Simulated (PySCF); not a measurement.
Species: C3H10NP.
Geometry (PBE0-D3(BJ)/def2-SVP, Å), atoms numbered from 1 in this order:
```
atom  x, y, z in Å
C1    -0.5728    1.1384   -1.1681
P2    -0.2089    0.2112    0.3427
C3    -0.7185   -1.5109   -0.0319
C4     1.6215    0.0791    0.3672
N5    -0.9144    0.9519    1.5345
H6    -0.1393    0.6619   -2.0586
H7    -0.1701    2.1547   -1.0543
H8    -1.6643    1.2109   -1.2722
H9    -0.4789   -2.1516    0.8302
H10   -0.2207   -1.9145   -0.9268
H11   -1.8086   -1.5231   -0.1774
H12    2.0307   -0.3550   -0.5580
H13    2.0366    1.0866    0.5191
H14    1.9242   -0.5460    1.2211
H15   -0.8039    0.4984    2.4400
```

Method: TDDFT PBE0/def2-SVPD, vertical, gas phase, core orbitals frozen in the response (PySCF).

Transition dipole moments from the ground state, in atomic units and in the frame of the coordinates above (overall signs are arbitrary), for the states with f of 0.002 or more among the lowest 9:

| state | E (hartree) | μx | μy | μz |
| --- | --- | --- | --- | --- |
| S1 | 0.1977 | 0.431 | 0.274 | 0.084 |
| S2 | 0.2336 | 0.148 | 0.130 | 0.015 |
| S3 | 0.2356 | -0.258 | 0.412 | -0.059 |
| S4 | 0.2447 | -0.217 | 0.281 | 0.064 |
| S7 | 0.2644 | 0.228 | 0.165 | 0.049 |
| S8 | 0.2693 | -0.189 | 0.216 | 0.090 |
| S9 | 0.2766 | 0.033 | 0.304 | 0.197 |

(1) What oscillator strength does each state have?

(2) What angle do the transition dipoles of S3 and S9 make?

(3) How is the summed strength of these states shared among x, y and z?

(4) What peak molar absorption coefficient would the strongest computed level give as a lone Gaussian band 0.4 eV wide at half height?

Answers

(1) f = (2/3) ΔE |μ|² with ΔE in hartree (27.2114 eV).

| state | \|μ\|² (au) | \|μ\| (D) | f |
| --- | --- | --- | --- |
| S1 | 0.268 | 1.32 | 0.035 |
| S2 | 0.039 | 0.50 | 0.006 |
| S3 | 0.240 | 1.24 | 0.038 |
| S4 | 0.130 | 0.92 | 0.021 |
| S7 | 0.082 | 0.73 | 0.014 |
| S8 | 0.091 | 0.77 | 0.016 |
| S9 | 0.132 | 0.92 | 0.024 |

(2) |cos θ| = |μa·μb| / (|μa| |μb|) = 0.59, so θ ≈ 54° (taken between 0 and 90°, since the signs are arbitrary).

(3) (2/3) Σ ΔE μα² gives 0.062 for x, 0.082 for y and 0.011 for z, 0.155 in all.

(4) ε(max) = 2.175×10⁸ f / FWHM, with the width in cm⁻¹. S3: 2.175×10⁸ × 0.0377 / 3226 ≈ 2500 L mol⁻¹ cm⁻¹.

All these states lie below the vertical ionisation energy of 8.05 eV (ΔSCF).
